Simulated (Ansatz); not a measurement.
**[NH2···H···H], doublet: transfer scan**

Starting geometry:

```xyz
5

N    -0.1499   -0.0316   -0.0492
H    -0.4471    0.9362   -0.0492
H    -0.4471   -0.4339    0.8311
H     0.8626   -0.0316   -0.0492
H     2.1141   -0.0316   -0.0492
```

From there H4 is moved from one fragment to the other while all else, the fragments' distance too, stays fixed, so the hump isn't the reaction's barrier; atoms are numbered as listed. Energies are in eV, counted from the starting geometry at the same level. Kohn–Sham curves are unrestricted where that lies lower.

Basis cc-pVDZ; Ansatz 0.2.0. Only valence electrons are correlated (noble-gas cores frozen). R marks a restricted (for open shells ROHF) determinant.

In so small a basis the reference is far from its limit while semilocal and hybrid functionals are nearer theirs (RPA and double hybrids share much of the reference's basis error), so the functionals' errors here hold much of the reference's basis and frozen-core error, which can add to them or hide them.

Full CI isn't at hand for all of this; RCCSDTQ serves as the reference, and is uncertain by about the last step of the cluster series.

| distance N1-H4 (Å) | RCCSDTQ | PBE | revPBE | r2SCAN | PBE0 | B3LYP | wB97M-V | B2PLYP | RPA-PBE |
| --- | --- | --- | --- | --- | --- | --- | --- | --- | --- |
| 1.012 | 0.000 | 0.000 | 0.000 | 0.000 | 0.000 | 0.000 | 0.000 | 0.000 | 0.000 |
| 1.085 | 0.046 | -0.030 | -0.035 | -0.005 | 0.021 | -0.004 | 0.027 | 0.031 | 0.000 |
| 1.230 | 0.321 | 0.115 | 0.093 | 0.182 | 0.240 | 0.164 | 0.261 | 0.275 | 0.172 |
| 1.374 | 0.366 | 0.213 | 0.165 | 0.249 | 0.313 | 0.211 | 0.325 | 0.339 | 0.215 |
| 1.519 | 0.303 | 0.351 | 0.271 | 0.307 | 0.357 | 0.248 | 0.329 | 0.324 | 0.219 |
